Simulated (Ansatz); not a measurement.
For GeS (Pnma, No. 62), RPBE in Ansatz (PAW) gives:

```
Quantity                Result
---------------  -------------
volume per atom  33.84 Å³/atom
cohesive energy   3.30 eV/atom
```

Question: What does rVV10 (Ansatz, a program for electronic structure, PAW) give for the same quantities?

Answer: 
- equilibrium volume per atom: 22.17 Å³/atom (falls by 34 %)
- cohesive energy: 3.87 eV/atom (goes up by 0.57 eV/atom)

For comparison: equilibrium volume per atom 20.48 Å³/atom (measured, temperature not stated, copied from a table, unchecked, no zero-point or thermal correction; as tabulated in Acta Crystallographica B 34, 1322 (1978)).

Changes are worked out from the printed values.

Unless a cell is named, each level is at its own relaxed cell (RPBE 33.68, rVV10 22.16 Å³/atom).

Caveats: for a layered or molecular solid the relaxed cell lies over 5 % above the published volume, where the minimum can be shallow (RPBE); the cell comes from a level without a dispersion term, which matters for the spacing of layers, chains or molecules (RPBE). Ansatz's density-functional and Hartree–Fock values are scalar-relativistic unless marked +SOC, with PAW data made under PBE.
